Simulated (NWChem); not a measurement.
# One shape, several levels: quartet OH

Wanted: a comparison of 6 runs (UHF/STO-3G, UHF/aug-cc-pVTZ, UB3LYP/6-31G*, U-r2SCAN/aug-cc-pVTZ, UB3LYP/aug-cc-pVTZ, UMP2/aug-cc-pVTZ) of quartet OH. 

Program for the calculation: NWChem 7.3.0.

26 further runs of the same task are left out: 26 set aside as unsound or not needed. Runs told in other sessions of the task aren't counted.

### Step 1. Starting point

OH: 2 atoms, total charge 0, spin state quartet. As SMILES of the parent species, `[OH]`. The shape is that of a PBE0-D4/def2-TZVP optimisation. That shape belongs to the parent species and isn't relaxed for this state.

Bond lengths: O1–H2 0.973 Å.

### Step 2. The energy at UHF/STO-3G (run 1)

mymol.nw reads:

```
start mymol
memory total 2200 mb

geometry noautosym nocenter noautoz
  O        0.415880      -0.133150       0.214550
  H       -0.415880       0.133150      -0.214550
end

basis spherical bse
  * library STO-3G
end

scf
  quartet
  uhf
  thresh 1e-08
  maxiter 80
  print medium
end

task scf
```

On the command line:

```sh
$ nwchem mymol.nw > mymol.out
```

Log:

```text
[...]
  functions       =     6
[...]
  wavefunction    = UHF
[...]
         Total SCF energy =    -73.997183902974
      One electron energy =   -110.670501764806
      Two electron energy =     32.322743307020
 Nuclear repulsion energy =      4.350574554812
                       Sz =      1.5000
                 Sz(Sz+1) =      3.7500
                      S^2 =      3.7500
[...]
```

Wall time 0.56 s (1 thread of Intel Xeon 6975P-C (Granite Rapids), shared host); peak memory 0.1 GiB.

### Step 3. A single-point energy at UHF/aug-cc-pVTZ (run 2)

sp.nw reads:

```
start sp
title "HO"
memory total 2200 mb
geometry units angstroms noautosym nocenter noautoz
  O      0.415880    -0.133150     0.214550
  H     -0.415880     0.133150    -0.214550
end
basis spherical bse
  * library aug-cc-pVTZ
end
scf
  quartet
  uhf
  thresh 1e-08
  maxiter 80
  noprint "final vectors analysis"
end
task scf energy
```

On the command line:

```sh
$ nwchem sp.nw > sp.out
```

Log:

```text
[...]
  functions       =    69
[...]
  wavefunction    = UHF
[...]
         Total SCF energy =    -75.195068139430
      One electron energy =   -110.415216903305
      Two electron energy =     30.869574209063
 Nuclear repulsion energy =      4.350574554812
                       Sz =      1.5000
                 Sz(Sz+1) =      3.7500
                      S^2 =      3.7596
[...]
```

Run time: 3.9 s. Hardware: 1 thread of Intel Xeon 6975P-C (Granite Rapids), shared host; peak memory 0.1 GiB.

Runs 3 to 5 aren't shown in full; the table further down has their settings and results.

### Step 4. A single-point energy at UMP2/aug-cc-pVTZ (run 6)

run.py reads:

```python
from ase import Atoms
from ase.calculators.nwchem import NWChem

system = Atoms(['O', 'H'], positions=[
    [0.415880, -0.133150, 0.214550],
    [-0.415880, 0.133150, -0.214550],
])

calc = NWChem(
    label='ho',
    theory='mp2',
    memory='2200 mb',
    basis='aug-cc-pVTZ',
    basispar='spherical bse',
    scf={'nopen': '3', 'uhf': None, 'thresh': '1e-08', 'maxiter': '80'},
    mp2={'freeze': 'core 1', 'tight': None},
    task='energy',
)
system.calc = calc

print("Total energy (eV):", round(system.get_potential_energy(), 6))
```

On the command line:

```sh
$ export ASE_NWCHEM_COMMAND="nwchem PREFIX.nwi > PREFIX.nwo"
$ python run.py
```

Log:

```text
Total energy (eV): -2050.346441
```

The calculator wrote ho.nwi:

```
title "ho"

permanent_dir ho

scratch_dir ho

start ho

geometry units angstrom nocenter noautosym noautoz
  O  4.1588000000000003e-01 -1.3314999999999999e-01 2.1454999999999999e-01
  H  -4.1588000000000003e-01 1.3314999999999999e-01 -2.1454999999999999e-01
end

memory 2200 mb

basis spherical bse noprint
   * library aug-cc-pVTZ
end

scf
  nopen 3
  uhf
  thresh 1e-08
  maxiter 80
end
mp2
  freeze core 1
  tight
end

task mp2 energy
```

ho.nwo:

```text
Northwest Computational Chemistry Package (NWChem) 7.3.0
             --------------------------------------------------------

           Job information
           ---------------

    nwchem branch   = 7.3.0
    use scalapack   = T
    input           = ho.nwi
    prefix          = ho.
    data base       = ho/ho.db
    status          = startup
    nproc           =        1

           Memory information
           ------------------

    heap     =     72089600 doubles =      550.0 Mbytes
    stack    =     72089597 doubles =      550.0 Mbytes
    global   =    144179200 doubles =     1100.0 Mbytes (distinct from heap & stack)
    total    =    288358397 doubles =     2200.0 Mbytes
    verify   = yes
    hardfail = no

[... 33 lines left out ...]
            Nuclear Dipole moment (a.u.)
[... 57 lines left out ...]
 1-e energy   =    -112.007968
[... 7 lines left out ...]
         Quadratically convergent UHF
[... 15 lines left out ...]
       Final UHF  results
[... 3 lines left out ...]
      One electron energy =   -110.415216903308
[... 1 line left out ...]
 Nuclear repulsion energy =      4.350574554812
[... 28 lines left out ...]
          Final beta eigenvalues
[... 136 lines left out ...]
                     UHF Final Beta Molecular Orbital Analysis
[... 212 lines left out ...]
          -------------------------------------------
          SCF energy                 -75.195068139406
          Correlation energy          -0.153774415637
          Singlet pairs                0.000000000000
          Triplet pairs                0.000000000000
          Total MP2 energy           -75.348842555043
          -------------------------------------------

          ---------------------------------------------------
                    Spin Component Scaled (SCS) MP2
          Same spin pairs                     -0.039436869034
          Same spin scaling factor             0.333333333333
          Opposite spin pairs                 -0.114337546603
          Opposite spin scaling fact.          1.200000000000
          SCS-MP2 correlation energy          -0.150350678935
          Total SCS-MP2 energy               -75.345418818341
          ---------------------------------------------------

 -----------------------
 Task  times  cpu:        4.0s     wall:        4.0s
 Total times  cpu:        4.0s     wall:        4.0s
```

Run time: 5.1 s. Hardware: 1 thread of Intel Xeon 6975P-C (Granite Rapids), shared host; peak memory 0.13 GiB.

### Step 5. Overview of the runs

| run | level | iteration cap | module | energy (Eh) | dipole moment (D) of the reference | ⟨S²⟩ | wall time |
| --- | --- | --- | --- | --- | --- | --- | --- |
| 1 | UHF/STO-3G | 80 | scf | -73.997184 | 1.30 | 3.750 | 0.56 s |
| 2 | UHF/aug-cc-pVTZ | 80 | scf | -75.195068 | 3.34 | 3.760 | 3.9 s |
| 3 | UB3LYP/6-31G* (spherical functions) | 100 | dft | -75.411568 | 2.62 | 3.752 | 1.4 s |
| 4 | U-r2SCAN/aug-cc-pVTZ | 100 | dft | -75.453482 | 3.06 | 3.755 | 9.6 s |
| 5 | UB3LYP/aug-cc-pVTZ | 100 | dft | -75.490041 | 2.76 | 3.753 | 7.8 s |
| 6 | UMP2/aug-cc-pVTZ | 80 | mp2 | -75.348843 | – | 3.760 | 5.1 s |

### Step 6. Outcome

| quantity | value |
| --- | --- |
| run 6: total energy | -75.34884 Eh |
| run 6: HOMO energy (Hartree–Fock orbitals) (highest over α and β) | -5.36 eV |
| run 6: LUMO energy (Hartree–Fock orbitals) (lowest over α and β) | -1.89 eV |
| run 6: correlation energy (1 core orbital frozen) | -153.8 mEh |
| run 6: ⟨S²⟩ of the reference determinant | 3.760 |

In words: Over runs 1, 2, 3, 4, 5 the dipole moment (its size) runs from 1.30 D (UHF/STO-3G) to 3.34 D (UHF/aug-cc-pVTZ). Totals of different functionals can't be ranked against each other. In run 1 the basis is minimal, so the values are rough. All runs together took 28 s, the longest 9.6 s.
